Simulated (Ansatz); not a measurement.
C3H5NO (acrylamide): the vertical energy of the triplet above the singlet from total energies

C3H5NO: 10 atoms, total charge 0, spin state singlet. As SMILES, `C=CC(N)=O`. The shape is that of a PBE0-D4/def2-TZVP optimisation. This is one conformer, not always the lowest.

Both states at this one shape; open shells run unrestricted unless said. 1 Eh = 27.2114 eV.

| level | program | singlet C3H5NO (Eh) | triplet C3H5NO (Eh) |
| --- | --- | --- | --- |
| SVWN5/def2-SVP | Ansatz | -245.056496 | -244.902932 |
| BLYP/def2-SVP | Ansatz | -247.029279 | -246.880327 |

Task: Work out the vertical gap, second state less first, at each level.

Result: 
1. SVWN5/def2-SVP: -244.902932 − (-245.056496) = 0.153564 Eh = 4.18 eV.
2. BLYP/def2-SVP: -246.880327 − (-247.029279) = 0.148952 Eh = 4.05 eV.

No measured value is set beside it here; the levels span 4.05 to 4.18 eV.
